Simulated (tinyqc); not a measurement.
Worked calculation: Hueckel theory of the pi electrons, for the molecule Clc1cn[nH]c1 (SMILES; centres numbered as the heavy atoms are written). Computed by tinyqc, a small Python program that keeps every step. Settings: charge = 0. Command: `OMP_NUM_THREADS=1 python tinyqc.py 25740 25741 out.jsonl` (the two numbers bound the seeds that draw the settings). One thread of a shared host (Intel(R) Xeon(R) Processor @ 2.60GHz), about 0.01 s of CPU time with the checks.

## The Hueckel matrix

Centres:
```
centre  z_r, pi electrons of the neutral centre        h
1Cl                                           2  2.00000
2C                                            1  0.00000
3C                                            1  0.00000
4N                                            1  0.50000
5N                                            2  1.50000
6C                                            1  0.00000
```

Bonds:
```
i  j        k
1  2  0.40000
2  3        1
3  4        1
4  5  0.80000
5  6  0.80000
6  2        1
```

H_rr = alpha + h_r beta, H_rs = k_rs beta for bonded centres.

Hueckel matrix in units of beta (H = alpha + beta A), order 1Cl, 2C, 3C, 4N, 5N, 6C:
$$\begin{pmatrix}
2.00000 & 0.40000 & 0.00000 & 0.00000 & 0.00000 & 0.00000 \\
0.40000 & 0.00000 & 1.00000 & 0.00000 & 0.00000 & 1.00000 \\
0.00000 & 1.00000 & 0.00000 & 1.00000 & 0.00000 & 0.00000 \\
0.00000 & 0.00000 & 1.00000 & 0.50000 & 0.80000 & 0.00000 \\
0.00000 & 0.00000 & 0.00000 & 0.80000 & 1.50000 & 0.80000 \\
0.00000 & 1.00000 & 0.00000 & 0.00000 & 0.80000 & 0.00000
\end{pmatrix}$$

## Orbitals

pi electrons, sum of z_r less the charge = 8

Diagonalise; E = alpha + x beta with beta < 0, so the largest x are filled first; degenerate levels share their electrons. P = sum n_i c_ri c_si; each orbital has its largest coefficient positive (the first on a tie).

x values: [2.43863, 2.06352, 1.15030, 0.78280, -0.84761, -1.58763]

occupations: [2.00000, 2.00000, 2.00000, 2.00000, 0.00000, 0.00000]

coefficients, order 1Cl, 2C, 3C, 4N, 5N, 6C:
$$\begin{pmatrix}
0.28398 & 0.91830 & -0.21567 & 0.15398 & 0.02554 & -0.07219 \\
0.31140 & 0.14583 & 0.45814 & -0.46857 & -0.18185 & 0.64750 \\
0.30280 & -0.01278 & 0.60692 & 0.17313 & -0.43228 & -0.56829 \\
0.42702 & -0.17220 & 0.24001 & 0.60409 & 0.54825 & 0.25473 \\
0.65629 & -0.32058 & -0.56356 & -0.00287 & -0.38318 & 0.04563 \\
0.34299 & -0.05361 & 0.00634 & -0.60152 & 0.57620 & -0.43083
\end{pmatrix}$$

charge and bond-order matrix P, order 1Cl, 2C, 3C, 4N, 5N, 6C:
$$\begin{pmatrix}
1.98827 & 0.10278 & -0.05997 & 0.00877 & 0.02616 & -0.09164 \\
0.10278 & 1.09535 & 0.57871 & -0.13048 & -0.19845 & 0.76748 \\
-0.05997 & 0.57871 & 0.98037 & 0.76352 & -0.27943 & 0.00849 \\
0.00877 & -0.13048 & 0.76352 & 1.26907 & 0.39691 & -0.41231 \\
0.02616 & -0.19845 & -0.27943 & 0.39691 & 1.70218 & 0.48089 \\
-0.09164 & 0.76748 & 0.00849 & -0.41231 & 0.48089 & 0.96476
\end{pmatrix}$$

## Energy, charges, bond orders

E = sum n x; q_r = z_r - P_rr; bond order p = P_rs; free valence = sqrt(3) - sum of p over the bonds of the atom.

pi energy = 8 alpha + this times beta = 12.87049

pi charges: 1Cl 0.01173, 2C -0.09535, 3C 0.01963, 4N -0.26907, 5N 0.29782, 6C 0.03524

Bond orders and lengths from R = 1.517 - 0.180 p (angstrom, C-C alone):
```
bond        p        R
1-2   0.10278        -
2-3   0.57871  1.41283
3-4   0.76352        -
4-5   0.39691        -
5-6   0.48089        -
6-2   0.76748  1.37885
```

free valence of the carbons: 2C 0.28308, 3C 0.38982, 6C 0.48368

gap between the highest filled and the next level = 1.63040 |beta|
